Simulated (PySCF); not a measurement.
# F₂⁺: energy against distance

Set-up: F def2-TZVP; no relativity (PySCF 2.14). Energies in eV from F⁺ + F in their ground configurations at the same level. State: ²Πg (doublet), unpaired electrons π ↑.

All columns are PBE0.

```
R (Å)  E (eV)  HOMO (eV)  LUMO (eV)  Mayer bond order  ⟨S²⟩
1.096  -2.101     -22.78     -18.12              1.38  0.75
1.147  -2.878     -23.18     -18.57              1.40  0.75
1.198  -3.310     -23.51     -18.95              1.42  0.75
1.236  -3.464     -23.72     -19.19              1.43  0.75
1.274  -3.509     -23.90     -19.41              1.44  0.75
1.312  -3.467     -24.06     -19.60              1.45  0.75
1.363  -3.309     -24.23     -19.82              1.46  0.75
1.427  -2.998     -24.40     -20.04              1.47  0.75
1.503  -2.523     -24.54     -20.25              1.48  0.75
1.605  -1.815     -24.64     -20.44              1.49  0.75
```

The state was picked by a PBE0 search and need not be the measured ground state.
